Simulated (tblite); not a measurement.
1-propanol, C₃H₈O.
Bonds: C1–C2, C2–C3, C3–O4. Hydrogens: H5, H6, H7 on C1; H8, H9 on C2; H10, H11 on C3; H12 on O4.

Computed with GFN2-xTB (tblite), gas phase: Langevin dynamics at 200 K from the optimised GFN2-xTB geometry, time step 0.5 fs, friction 0.01 fs⁻¹, 2000 steps. The instantaneous temperature is 2·E(kin)/(3Nk) with all 3N coordinates.

| t (fs) | T (K) | E(pot) above start (eV) | C1–C2 (Å) | C2–C3 (Å) | C3–O4 (Å) | C1–H5 (Å) | C1–C2–C3–O4 (°) |
| --- | --- | --- | --- | --- | --- | --- | --- |
| 0 | 174 | 0.000 | 1.523 | 1.529 | 1.408 | 1.087 | 179 |
| 25 | 76 | 0.171 | 1.520 | 1.517 | 1.425 | 1.087 | -179 |
| 50 | 173 | 0.229 | 1.506 | 1.563 | 1.433 | 1.105 | 177 |
| 75 | 160 | 0.234 | 1.549 | 1.586 | 1.391 | 1.100 | 179 |
| 100 | 150 | 0.189 | 1.525 | 1.526 | 1.384 | 1.074 | -177 |
| 125 | 174 | 0.174 | 1.518 | 1.507 | 1.431 | 1.092 | -173 |
| 150 | 101 | 0.250 | 1.538 | 1.523 | 1.456 | 1.100 | -169 |
| 175 | 162 | 0.241 | 1.527 | 1.542 | 1.388 | 1.082 | -174 |
| 200 | 111 | 0.300 | 1.524 | 1.525 | 1.377 | 1.103 | -177 |
| 225 | 165 | 0.177 | 1.507 | 1.584 | 1.425 | 1.086 | -176 |
| 250 | 176 | 0.222 | 1.489 | 1.567 | 1.417 | 1.103 | -173 |
| 275 | 244 | 0.141 | 1.537 | 1.533 | 1.416 | 1.094 | -170 |
| 300 | 162 | 0.257 | 1.541 | 1.519 | 1.408 | 1.073 | -174 |
| 325 | 225 | 0.204 | 1.535 | 1.492 | 1.388 | 1.083 | -179 |
| 350 | 231 | 0.215 | 1.513 | 1.550 | 1.398 | 1.118 | 175 |
| 375 | 180 | 0.171 | 1.502 | 1.554 | 1.423 | 1.108 | 174 |
| 400 | 244 | 0.134 | 1.521 | 1.554 | 1.418 | 1.072 | 175 |
| 425 | 131 | 0.190 | 1.518 | 1.521 | 1.393 | 1.074 | -179 |
| 450 | 210 | 0.210 | 1.548 | 1.510 | 1.389 | 1.085 | -169 |
| 475 | 152 | 0.310 | 1.530 | 1.526 | 1.367 | 1.096 | -165 |
| 500 | 185 | 0.185 | 1.491 | 1.531 | 1.400 | 1.119 | -168 |
| 525 | 152 | 0.219 | 1.518 | 1.566 | 1.432 | 1.062 | -171 |
| 550 | 162 | 0.169 | 1.509 | 1.548 | 1.440 | 1.065 | -178 |
| 575 | 235 | 0.207 | 1.513 | 1.538 | 1.402 | 1.100 | 174 |
| 600 | 164 | 0.321 | 1.534 | 1.507 | 1.400 | 1.148 | 165 |
| 625 | 132 | 0.298 | 1.516 | 1.510 | 1.376 | 1.086 | 157 |
| 650 | 216 | 0.256 | 1.551 | 1.533 | 1.397 | 1.058 | 161 |
| 675 | 260 | 0.304 | 1.543 | 1.529 | 1.463 | 1.085 | 167 |
| 700 | 205 | 0.340 | 1.504 | 1.529 | 1.398 | 1.133 | 174 |
| 725 | 219 | 0.322 | 1.525 | 1.551 | 1.373 | 1.097 | -177 |
| 750 | 191 | 0.270 | 1.563 | 1.537 | 1.402 | 1.049 | -167 |
| 775 | 207 | 0.167 | 1.529 | 1.542 | 1.424 | 1.085 | -165 |
| 800 | 145 | 0.279 | 1.486 | 1.546 | 1.422 | 1.121 | -165 |
| 825 | 182 | 0.234 | 1.508 | 1.565 | 1.433 | 1.096 | -166 |
| 850 | 201 | 0.175 | 1.557 | 1.519 | 1.392 | 1.046 | -174 |
| 875 | 193 | 0.276 | 1.565 | 1.508 | 1.377 | 1.062 | 180 |
| 900 | 183 | 0.254 | 1.569 | 1.509 | 1.448 | 1.111 | 177 |
| 925 | 196 | 0.203 | 1.502 | 1.498 | 1.418 | 1.088 | 172 |
| 950 | 190 | 0.240 | 1.515 | 1.559 | 1.403 | 1.079 | 170 |
| 975 | 197 | 0.234 | 1.562 | 1.579 | 1.414 | 1.094 | 170 |
| 1000 | 244 | 0.185 | 1.542 | 1.529 | 1.384 | 1.097 | 172 |

Q: From 500 fs on, how do temperature and potential energy compare with equipartition?

A: The mean temperature of these 21 frames is 193 K against the target 200 K, and the mean potential energy 0.24 eV against 30 × kT/2 = 0.26 eV for 30 classical harmonic modes. For 12 atoms in a canonical ensemble the temperature itself scatters by T·√(2/(3N)) = 47 K; here its standard deviation is 31 K. The whole run lasts only 10 friction times of 100 fs, so these averages carry a wide statistical error.

Q: What are the kinetic and total energies of the listed frame with the highest potential energy?

A: The one at 700 fs, 0.340 eV above the start. Its kinetic energy is 3NkT/2 = 0.318 eV at 205 K, so the sum is 0.66 eV; over the listed frames the sum runs from 0.27 to 0.71 eV, since the thermostat adds and removes energy.

Q: How much do the listed bonds fluctuate from 500 fs on?

A: 
```
 bond  at the start (Å)  mean (Å)  standard deviation (Å)
C1–C2             1.523     1.529                   0.025
C2–C3             1.529     1.535                   0.021
C3–O4             1.408     1.409                   0.024
C1–H5             1.087     1.090                   0.027
```

The motion is classical and holds no zero-point motion.

The cost below is that of the whole dynamics run. On an Intel Xeon Platinum 8488C with one thread, shared host with 96 logical CPUs at a one-minute load of 14, this took 4.9 s wall and 0.18 GiB of memory at its peak.
